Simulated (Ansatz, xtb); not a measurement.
# Relative energy of two isomers of C4H6FN

We compare I, `CC[C@H](F)C#N`, a singlet, with II, `C[C@H](F)CC#N`, a singlet. Both are isolated molecules in the gas phase, relaxed with r2SCAN-D4/def2-SVP, each in the lowest conformer that the search found.

Energies in hartree; the thermal terms are from GFN2-xTB frequencies at re-optimised GFN2-xTB minima (ideal gas, soft modes damped towards free rotors, one conformer each, 298.15 K, 1 atm) and include the zero-point energy:

|  | I | II |
| --- | --- | --- |
| E, CCSD(T)/def2-SVP | −309.559011 | −309.567535 |
| E, MP2/def2-SVP | −309.485589 | −309.494283 |
| E, MP2/def2-TZVPP | −310.061829 | −310.071771 |
| zero-point energy | 0.093051 | 0.092722 |
| H(298 K) − E | 0.100709 | 0.100361 |
| G(298 K) − E | 0.062502 | 0.062129 |

Task: Correct the CCSD(T) difference for the basis set by the MP2 change, then work out ΔE, ΔE₀, ΔH and ΔG for I → II in kJ/mol (1 Eh = 2625.50 kJ/mol) and the equilibrium ratio [II]/[I].

Result: 1. Differences II − I: CCSD(T) −0.008524, MP2 in the small set −0.008694, MP2 in the large set −0.009942 Eh.
2. ΔE = −0.008524 + (−0.009942 − (−0.008694)) = −0.009772 Eh = −25.66 kJ/mol.
3. ΔE₀ = ΔE + ΔZPE = −0.009772 + (−0.000329) Eh = −26.52 kJ/mol.
4. ΔH = ΔE + (−0.000348) Eh = −26.57 kJ/mol.
5. ΔG = ΔE + (−0.000373) Eh = −26.64 kJ/mol, so ΔS = (ΔH − ΔG)/T = +0.2 J/(mol K).
6. kT = 0.9442 mEh, so K = [II]/[I] = exp(−ΔG/kT) = exp(+10.74) ≈ 4.6 × 10^4.

Structure II is favoured at this temperature. An error of 4 kJ/mol in ΔG would change K by a factor of 5. Mirror images and further conformers aren't counted.

As drawn, both hold the same kinds of bond in the same numbers.

Other levels gave ΔE = −28.1 (GFN2-xTB); −11.7 (HF/STO-3G, GFN2-xTB geometries); −26.1 (r2SCAN-D4/def2-SVP//GFN2-xTB); −26.1 (r2SCAN-D4/def2-SVP); −28.1 (HF/def2-SVP); −22.8 (MP2/def2-SVP); −22.4 (CCSD(T)/def2-SVP) kJ/mol. The correlated steps freeze 6 core orbitals. Programs: Ansatz 0.2.0, xtb 6.7.1.
